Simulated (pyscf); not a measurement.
Elementary routes open to `[BH]=[O]` + `[SiH4]` in the gas phase (singlet surface):
A. `[BH2][OH]` + `[SiH2]` [singlet] (H–Si, H–Si broken; B–H, H–O formed)
B. `[BH2][O][SiH3]` (H–Si broken; B–H, O–Si formed)

Optimised with ωB97X-D3(BJ)/def2-SVP in PySCF. MP2 and CC: frozen core, UHF for open shells. ΔMP2 is the change of the MP2 total energy from the triple- to the quadruple-zeta basis.

**Question.** Rank the routes by free-energy barrier at 298 K, lowest first, for CCSD(T)/def2-TZVPP + ΔMP2(QZVPP) energies (ideal gas, 1 atm, RRHO with modes under 100 cm⁻¹ raised to 100, one conformer, R ln 2 for chiral ones without a mode under 150 cm⁻¹).

**Answer.** B (1.25 eV), A (2.47 eV)

Route B is the fastest of these, ahead of the next by 1.21 eV. The most stable products are those of B (ΔG = -0.79 eV), so kinetics and thermodynamics agree. At 1200 K B is still the fastest. A: On the product side the descent ends in a bound adduct, 0.56 eV under the separated species and 0.57 eV under the saddle at ωB97X-D3(BJ)/def2-TZVP. Only these routes are compared; each barrier is that of the saddle found, and lower ones may exist. The CCSD(T) − MP2 part came from Ansatz, without density fitting, on the same reference.
